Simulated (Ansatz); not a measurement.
Process, species as SMILES: S (H2S) + H+ → [SH3+]
B3LYP-D3(BJ)/def2-TZVP geometries, fixed; electronic energies without zero-point terms; positive where energy is released.

Basis-set convergence of the proton affinity at HF with Ansatz (an electronic-structure program). Cartesian d functions, on some or all atoms, in 6-31+G*; all else is spherical. No added dispersion term, no relativity. Functions are those of the species that has most. Reference: the value in aug-pcseg-3, 176.85 kcal/mol, itself unsure by roughly 0.11 kcal/mol (its mean distance from aug-cc-pV(Q+d)Z, cc-pV(5+d)Z, def2-QZVPPD). Deviations are taken from unrounded values.

```
basis            functions  proton affinity (kcal/mol)  minus reference (kcal/mol)
---------------  ---------  --------------------------  --------------------------
pcseg-0                 19                      151.42                      -25.43
6-31+G*                 29                      171.59                       -5.26
def2-SVP                33                      175.73                       -1.12
cc-pV(D+d)Z             38                      176.17                       -0.68
aug-pcseg-1             54                      174.89                       -1.96
aug-cc-pV(D+d)Z         59                      175.33                       -1.52
cc-pV(T+d)Z             81                      176.74                       -0.11
def2-TZVPPD            102                      176.60                       -0.25
pcseg-3                163                      176.87                        0.02
```

The smallest set listed that lies within 0.5 kcal/mol of the reference with all its larger relatives (same family, alike in diffuse functions; a set with none counts only in the reference's own line) is cc-pV(T+d)Z (81 functions, -0.11 kcal/mol off). Inside, with no larger relative to test it: pcseg-3. (Relatives not listed, tested too: cc-pV(Q+d)Z -0.08, def2-QZVPPD -0.14, cc-pV(5+d)Z -0.04 kcal/mol.)
